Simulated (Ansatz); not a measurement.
# HNSi, singlet in 6-31G: errors against full CI

Geometry: a point of a stretch scan, not a stationary point.

```yaml
atoms:
  - { symbol: Si, position_ang: [0.0000, 0.0000, 2.2119] }
  - { symbol: N, position_ang: [0.0000, 0.0000, -0.6061] }
  - { symbol: H, position_ang: [0.0000, 0.0000, -1.6057] }
```

Basis 6-31G; Ansatz 0.2.0. Correlated methods freeze the noble-gas cores, which leaves 10 electrons in 18 orbitals. R marks a restricted (for open shells ROHF) determinant, U an unrestricted one. Active spaces: pair = (2e, 2o) about the gap; valence = (10e, 9o) chosen from the atoms' valence shells.

Full CI is exact within this basis and frozen core; it isn't the basis-set limit. The frozen core follows each run's orbitals, which can shift R against U totals by a few meV.

Unrestricted rows (U) aren't spin-pure: their determinants' ⟨S²⟩ exceeds S(S+1) by up to 1.99, so they mix in states of higher spin. Coupled cluster chose its determinant by a search with trial CCSD, here up to 2.72 eV above the lowest Hartree–Fock solution of its kind.

RHF is unstable: UHF (⟨S²⟩ = 1.99) lies 4.31 eV below the lowest RHF solution. Higher spins weren't run at this geometry and may lie near or lower.

```
UHF ⟨S²⟩                          : 1.991
T1 diagnostic (RCCSD)             : 0.0780
largest doubles amplitude (RCCSD) : 0.625
```

```csv
level,E − E(full CI) (mEh),share of correlation (%),wall time
UHF,101.79,71.75,–
UMP2,29.21,91.89,–
RCCSD*,15.04,95.83,–
UCCSD,5.49,98.48,–
RCCSD(T)*,-59.07,116.39,12 s
UCCSD(T),3.98,98.89,11 s
BCCD(T)*,-52.74,114.64,4.9 s
RCCSDT*,-13.55,103.76,–
UCCSDT,1.61,99.55,–
RCCSDT(Q)*,37.57,89.57,9.5 s
UCCSDT(Q),1.13,99.69,20 s
RCCSDTQ*,-1.96,100.54,81 s
CASSCF (valence space),62.63,82.62,–
NEVPT2 (valence space),16.23,95.50,9.5 s
MRCISD (valence space),2.66,99.26,–
MRCISD+Q (valence space),0.75,99.79,11 s
```

An asterisk marks runs whose energy the program itself flagged as in doubt.

The correlation energy at full CI, counted from the determinant under the R cluster runs, is -9.804 eV. That run took 13 min on 1 thread of AMD EPYC, shared host over 18,367,552 determinants.

Run but not shown, since their state, orbitals or frozen core can't be matched to the reference's or they repeat it: RHF, RMP2, CISD, CISDTQ, CASSCF (pair space), NEVPT2 (pair space), MRCISD (pair space), MRCISD+Q (pair space).

Times hold each run's SCF and search for its determinant on a shared host, so for small cases they say little of a method's own cost; they ran on 1 thread of AMD EPYC.

Not variational, and here over 5 meV under the exact energy: RCCSD(T), BCCD(T), RCCSDT, RCCSDTQ.

The full-CI state has the irrep A1 of C2v, in the program's axes (one component, if the state is degenerate).

Natural occupations of full CI about the gap: 1.978 1.959 1.942 1.323 1.323 0.670 0.670 0.057 0.028 0.011; effectively unpaired electrons, Σ n²(2−n)², 3.23. No single determinant describes this state well, so single-reference rows can miss without a flag.
